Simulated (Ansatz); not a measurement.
```yaml
crystal:
  periodic: [false, false, false]
  atoms:
    - {symbol: Be, position_ang: [0.009626, 0.000655, -0.199841]}
    - {symbol: H, position_ang: [-0.052960, 0.900176, 0.895892]}
    - {symbol: H, position_ang: [-0.033105, -0.906035, 0.890925]}
basis:
  gaussian: {orbitals: def2-TZVP}
magnetization: {spin_polarized: true, initial_magnetization: 2}
hamiltonian: {xc: pbe0}
relax: {f_tol: 0.004, max_steps: 80}
```

```sh
$ ansatz run in.yaml --threads 1 --pin off --events-out ev --progress --plain --max-ram 2176MiB
```

Steps of the relaxation (energy above the last step; positions in Å, forces in eV/Å):

```
3
step 1, 375.1 meV
Be    0.010    0.001   -0.200    0.059    0.004   -1.229
H    -0.053    0.900    0.896   -0.025   -0.376    0.614
H    -0.033   -0.906    0.891   -0.034    0.372    0.616
```

```
3
step 2, 114.7 meV
Be    0.016    0.001   -0.322   -0.007   -0.001    0.153
H    -0.054    0.716    0.957    0.009   -0.448   -0.078
H    -0.038   -0.722    0.953   -0.001    0.449   -0.075
```

```
3
step 3, 4.3 meV
Be    0.018    0.001   -0.381   -0.010   -0.001    0.209
H    -0.053    0.523    0.985    0.007   -0.162   -0.105
H    -0.042   -0.530    0.983    0.003    0.163   -0.104
```

```
3
step 4, 8.4 meV
Be    0.019    0.001   -0.388    0.004    0.000   -0.080
H    -0.053    0.468    0.989   -0.005    0.298    0.041
H    -0.042   -0.474    0.986    0.001   -0.298    0.039
```

```
3
step 7, 0.0 meV
Be    0.018    0.001   -0.378    0.000    0.000    0.000
H    -0.053    0.501    0.984    0.000    0.000    0.000
H    -0.042   -0.507    0.981    0.000    0.000    0.000
```

Close pairs at the end: Be1–H3 1.453 Å, Be1–H2 1.453 Å.

A stationary point of unrestricted PBE0 after 7 steps, with ⟨S²⟩ = 2.001 against 2.00 for a pure state; no frequencies were run, so it isn't proven a minimum. 3.4 s on 1 thread of Arm Neoverse V1, shared host.
